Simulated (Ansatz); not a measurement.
HBeP, singlet: vertical spin and charge gaps

Geometry (PBE0/def2-TZVP stationary point for this spin, not checked as a minimum):

```csv
atom,x (Å),y (Å),z (Å)
P,0.0000,0.0000,-1.8068
Be,0.0000,0.0000,0.2345
H,0.0000,0.0000,1.5722
```

Basis 6-31G; Ansatz 0.2.0. Only valence electrons are correlated (noble-gas cores frozen). R marks a restricted (for open shells ROHF) determinant. Active spaces: valence = (8e, 9o) chosen from the atoms' valence shells.

Gaps are energies of the second state less the first, at fixed atoms, for a selection of the levels run; each method lands on the state that its own search finds for that charge and spin.

The determinant of the HBeP singlet fills πx and πy unequally, so it is a mixture of Σ and Δ, which weighs on every level built on one determinant.

Removing an electron, to the doublet: 8.411 eV at full CI (singlet A1, doublet ion B1, in C2v).

By full CI's occupations no single determinant describes the singlet well.

```
                   level  gap (eV)  error (meV)
                     RHF     7.794         -617
                   RCCSD     8.246         -165
                 BCCD(T)     8.305         -106
                 RCCSDT*     8.395          -16
                  CISDTQ     8.386          -25
              RCCSDT(Q)*     8.415            4
                RCCSDTQ*     8.410           -1
  NEVPT2 (valence space)     8.338          -73
  MRCISD (valence space)     8.404           -7
MRCISD+Q (valence space)     8.411            0
```

An asterisk marks runs whose energy the program itself flagged as in doubt.

Triplet less singlet: -1.127 eV at full CI (singlet A1, triplet A2, in C2v).

By full CI's occupations no single determinant describes the singlet well.

```json
{"level": "RHF", "gap (eV)": "-1.685", "error (meV)": "-558"}
{"level": "CISD", "gap (eV)": "-1.359", "error (meV)": "-232"}
{"level": "RCCSD", "gap (eV)": "-1.279", "error (meV)": "-152"}
{"level": "RCCSD(T)", "gap (eV)": "-1.230", "error (meV)": "-103"}
{"level": "RCCSDT*", "gap (eV)": "-1.143", "error (meV)": "-16"}
{"level": "CISDTQ", "gap (eV)": "-1.152", "error (meV)": "-25"}
{"level": "RCCSDTQ*", "gap (eV)": "-1.127", "error (meV)": "0"}
{"level": "NEVPT2 (valence space)", "gap (eV)": "-1.118", "error (meV)": "9"}
{"level": "MRCISD (valence space)", "gap (eV)": "-1.124", "error (meV)": "3"}
{"level": "MRCISD+Q (valence space)", "gap (eV)": "-1.125", "error (meV)": "2"}
```

Full CI is exact within this basis and frozen core; it isn't the basis-set limit.
